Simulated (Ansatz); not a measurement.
Basis-set extrapolation for `OC(O)CF` (PBE0-D4/def2-TZVP geometry, frozen core, Ansatz 0.2.0). Multiplicity 1, RHF reference.

|  | def2-TZVPP | def2-QZVPP |
| --- | --- | --- |
| HF | -327.947215 | -327.962193 |
| MP2 correlation | -1.067868 | -1.153960 |
| CCSD(T) correlation | -1.128894 | not run |

Energies in hartree. Use E(X) = E(∞) + A·exp(−7.88·√X) for Hartree–Fock and E(X) = E(∞) + B·X^(−2.97) for correlation, with X = 3 and 4, and add CCSD(T) minus MP2 of the smaller set to the MP2 limit.

Problem. What is the CCSD(T) energy at the basis-set limit?

Solution. HF limit: -327.962193 + (-0.014978) × 0.13774 = -327.96426. MP2 limit: -1.153960 + (-0.086092) × 0.74074 = -1.21773. Higher-order term: -1.128894 − (-1.067868) = -0.06103. Total: -329.24302 hartree, 104.7 kcal/mol below CCSD(T)/def2-TZVPP.
